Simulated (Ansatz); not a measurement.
`CC1=NCS1` + H₂ → `C1=NCS1` + CH₄ at 700 K and 1 bar (hydrogenolysis of a C–C bond).

Program: Ansatz. Geometries: PBE0-D4/def2-TZVP. ΔE: electronic, gas phase. CCSD(T)/CBS is the MP2 limit (def2-TZVPP, def2-QZVPP) plus CCSD(T) − MP2 in def2-TZVPP, frozen cores. This one scheme is used for every species.

```json
{"species": "`CC1=NCS1`", "CCSD(T)/CBS energy (Eh)": "-569.60300", "H − E (kJ/mol)": "266.3", "S (J/(mol·K))": "405.2"}
{"species": "H₂", "CCSD(T)/CBS energy (Eh)": "-1.17544", "H − E (kJ/mol)": "46.8", "S (J/(mol·K))": "155.3"}
{"species": "`C1=NCS1`", "CCSD(T)/CBS energy (Eh)": "-530.32936", "H − E (kJ/mol)": "174.9", "S (J/(mol·K))": "341.8"}
{"species": "CH₄", "CCSD(T)/CBS energy (Eh)": "-40.46206", "H − E (kJ/mol)": "145.9", "S (J/(mol·K))": "224.0"}
```

H − E and S are ideal-gas, rigid-rotor, harmonic terms from PBE0-D4/def2-TZVP. For small species the MP2-based limit differs from directly extrapolated CCSD(T) by up to some mEh (0.8 for H₂); such offsets cancel only in part. 1 Eh = 2625.50 kJ/mol, R = 8.31446 J/(mol·K).

By hand: ΔE, ΔH, ΔS and ΔG.

ΔE = (-530.32936) + (-40.46206) − (-569.60300) − (-1.17544) = -0.01298 Eh = -34.1 kJ/mol. Δ(H − E) = 174.9 + 145.9 − 266.3 − 46.8 = 7.7, so ΔH = -26.4 kJ/mol. ΔS = 341.8 + 224.0 − 405.2 − 155.3 = 5.3 J/(mol·K). ΔG = -26.4 − 700 × (5.3)/1000 = -30.1 kJ/mol.

By hand: the equilibrium constant, and the temperature at which ΔG would vanish if ΔH and ΔS stayed fixed.

log₁₀ K = −ΔG/(RT ln 10) = 2.2. ΔH and −TΔS have one sign here, so there is no such temperature.

The number of gas molecules stays the same, so ΔS is small and ΔH decides. A doubt of 5 kJ/mol in ΔE shifts log₁₀ K by 0.4 here. These are equilibria of isolated gas molecules and say nothing of rates. Largest T1 diagnostic: 0.014 (customary marks: 0.02 for closed shells, 0.045 for open ones).

ΔS is within the doubt of such terms, so its sign, and with it that verdict, could turn.
